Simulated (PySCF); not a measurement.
# Absolute configuration from chiroptical data

The calculation used TDDFT wB97X-D/aug-cc-pVDZ circular dichroism and optical rotation, one conformer, gas phase in PySCF 2.14.0. Geometry: GFN2-xTB.

Values for one enantiomer of C$_{3}$H$_{4}$F$_{2}$S, R in 10⁻⁴⁰ esu² cm² (velocity form):
| λ (nm) | f | R |
| --- | --- | --- |
| 248 | 0.0003 | -3.9 |
| 194 | 0.031 | +27.4 |
| 184 | 0.009 | -0.5 |
| 178 | 0.026 | -4.2 |
| 168 | 0.034 | -14.0 |
| 164 | 0.019 | -7.1 |
| 157 | 0.019 | +13.3 |
| 154 | 0.025 | -7.7 |
| 152 | 0.010 | -11.3 |
| 150 | 0.032 | -8.5 |
| 149 | 0.016 | +4.7 |
| 147 | 0.004 | -14.7 |
| 146 | 0.014 | +3.9 |
| 142 | 0.006 | -14.3 |
| 142 | 0.039 | +4.6 |
| 140 | 0.025 | -3.7 |

[α] at 589.3 nm: -47 deg dm⁻¹ (g/mL)⁻¹ (origin-invariant length gauge).

(1) Which structure gives these signs?
A. F[C@H]1CS[C@@H]1F
B. F[C@@H]1CS[C@H]1F

Answers

(1) B. Its CIP labels in SMILES order are R, R; the other enantiomer gives every sign reversed.

The signs above follow by mirror symmetry from the run on the other enantiomer. Geometry of F[C@H]1CS[C@@H]1F as run:
```xyz
10

F    -1.066   -0.379   -1.483
C    -0.304    0.278   -0.557
C    -0.823    0.152    0.873
S     0.846   -0.252    1.512
C     1.056   -0.374   -0.308
F     2.105    0.318   -0.813
H    -0.195    1.312   -0.900
H    -1.501   -0.692    0.993
H    -1.249    1.051    1.309
H     1.138   -1.410   -0.649
```
